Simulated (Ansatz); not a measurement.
Cubic perovskite SrTiO₃ (cubic form, which distorts at low temperature) was calculated with PBEsol in Ansatz (PAW).

Numerical settings: plane-wave cutoff 520 eV, 6×6×6 k mesh, no spin polarisation, scalar-relativistic PAW data made under PBE.

Cell (relaxed at this level):

SrTiO3 has the cubic space group Pm-3m (No. 221), the cubic perovskite structure, Pearson symbol cP5. Lattice parameters: a = b = c = 3.891 Å, α = β = γ = 90.00°. Sr on 1a is coordinated by 12 O at 2.751 Å (cuboctahedral). Ti on 1b is coordinated by 6 O at 1.946 Å (octahedral). O on 3c sees 2 Ti at 1.946 Å and 4 Sr at 2.751 Å (octahedral). (Neighbours: up to the widest gap in distance over summed covalent radii, below 1.35, at either atom; cation-cation and far metal-metal contacts left out.)

### Question
Predict the polycrystal shear modulus (Hill average), elastic constant C12, Young modulus, Voigt–Reuss–Hill bulk modulus, elastic constant C44 and elastic constant C11.

### Answer

- polycrystal shear modulus (Hill average) = 118 GPa
- elastic constant C12 = 104 GPa
- Young modulus = 292 GPa
- Voigt–Reuss–Hill bulk modulus = 186 GPa
- elastic constant C44 = 114 GPa
- elastic constant C11 = 350 GPa

Measured, for comparison: elastic constant C12 103 GPa, elastic constant C44 124 GPa, elastic constant C11 318 GPa (273 K, not corrected to a static lattice; as tabulated in Frostenson et al. (2021), arXiv:2109.07393). Computed (rounded) less measured: elastic constant C12 +1.0 %, elastic constant C44 -8 %, elastic constant C11 +10 %.

Note: the relaxation could not lower the start's symmetry, so the cell can be a saddle point above a distorted one.

Elastic constants are with the ions relaxed.

Static lattice: no zero-point or thermal effects.

Computing time: roughly 70 core-seconds.

Ansatz is a first-principles code.
